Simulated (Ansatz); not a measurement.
A nudged elastic band was laid between two geometries of AlFH2 + H4Si (9 atoms, charge 0, multiplicity 1).

These are results of Ansatz, RKS PBE0-D4/def2-SVP, not measurements.

```yaml
movable_images: 5
climbing_image: yes
spring: 5.0 eV/Å²
optimiser: quadratic models (default)
start_path: through a guess of the saddle point
force_threshold: 0.05 eV/Å
iteration_limit: 60
end_points: relaxed
```

Image 0:

```xyz
9
Properties=species:S:1:pos:R:3
Al -0.067 0.183 0.149
F 0.347 1.271 1.353
H 1.128 -0.462 -0.675
H -1.590 0.123 -0.280
Si 0.165 -2.765 1.113
H -0.331 -3.001 -0.270
H 1.641 -2.909 1.217
H -0.552 -3.617 2.101
H -0.189 -1.340 1.493
```

Image 6:

```xyz
9
Properties=species:S:1:pos:R:3
Al 0.073 -0.303 -0.178
F -0.255 0.047 1.811
H 1.445 0.458 -0.428
H -1.296 0.170 -0.830
Si 0.203 -2.645 0.625
H -0.881 -3.625 0.300
H 1.510 -3.374 0.645
H -0.043 -2.378 2.133
H -0.203 -0.866 2.122
```

**Question.** Which bonds break or form, and what moves?

**Answer.** Bonds broken: Si5–H9. Bonds formed: Al1–Si5, F2–H9. AlFH2 + H4Si becomes AlFH6Si.

**Question.** Give the energies along the band, and the barrier.

**Answer.** The forces met the threshold. The highest image is number 4 of 0 to 6, 160.9 kJ/mol above the first end and 32.9 kJ/mol above the last; the last end lies 128.0 kJ/mol above the first. A vibrational analysis at the climbing image gives one clearly imaginary mode, 597i cm⁻¹: a first-order saddle point. The orbitals stay closed-shell, which can raise the energy where a bond breaks towards radicals; this wasn't checked here.

```tsv
image	path coordinate (Å)	energy (kJ/mol)	Si5–H9 (Å)	Al1–Si5 (Å)	F2–H9 (Å)
0	0.00	0.0	1.52	3.11	2.67
1	0.57	0.4	1.51	3.13	2.63
2	1.14	5.5	1.51	3.07	2.26
3	1.71	65.6	1.61	2.79	1.67
4	2.28	160.9	2.04	2.58	1.08
5	3.60	136.5	2.69	2.47	0.94
6	4.93	128.0	2.36	2.48	0.97
```

**Question.** What is the geometry of the highest image?

**Answer.** 
```xyz
9
Properties=species:S:1:pos:R:3
Al -0.125 -0.254 -0.023
F 0.296 0.376 1.745
H 1.097 0.049 -0.980
H -1.656 0.017 -0.312
Si 0.157 -2.594 1.024
H -0.170 -3.112 -0.354
H 1.506 -3.133 1.377
H -0.868 -3.165 1.952
H 0.317 -0.701 1.771
```

**Question.** What are the harmonic wavenumbers there?

**Answer.** 597i, 106, 217, 276, 322, 420, 454, 506, 574, 737, 776, 800, 926, 932, 937, 1925, 1960, 1979, 2161, 2222, 2232 cm⁻¹.

Run time: 3.1 min on 1 thread of Intel(R) Xeon(R) Platinum 8488C (Sapphire Rapids) (shared host), peak memory 0.18 GiB.
